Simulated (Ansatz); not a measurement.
Results of r²SCAN in Ansatz (plane waves, PAW) for α-N2.

Run with plane-wave cutoff 600 eV, 4×4×4 k mesh, scalar-relativistic PAW data made under PBE.

Cell (measured lattice):

```yaml
crystal:
  lattice:
    - [5.66700, 0.00000, 0.00000]
    - [0.00000, 5.66700, 0.00000]
    - [0.00000, 0.00000, 5.66700]
  atoms:
    - { symbol: N, position: [0.94434, 0.55566, 0.44434] }
    - { symbol: N, position: [0.44434, 0.94434, 0.55566] }
    - { symbol: N, position: [0.94434, 0.94434, 0.94434] }
    - { symbol: N, position: [0.05566, 0.05566, 0.05566] }
    - { symbol: N, position: [0.55566, 0.44434, 0.94434] }
    - { symbol: N, position: [0.55566, 0.05566, 0.44434] }
    - { symbol: N, position: [0.44434, 0.55566, 0.05566] }
    - { symbol: N, position: [0.05566, 0.44434, 0.55566] }
```

Predict the Young modulus, elastic constant C44, elastic constant C12 and elastic constant C11.


- Young modulus: 2.3 GPa
- elastic constant C44: 1.35 GPa
- elastic constant C12: 1.81 GPa
- elastic constant C11: 2.74 GPa

Note: the cell isn't this level's own, so it is under some stress, which shifts stiffness and frequencies.

Elastic constants are with the ions relaxed.

Computed values are for the static lattice.

Ansatz is a program for electronic structure.
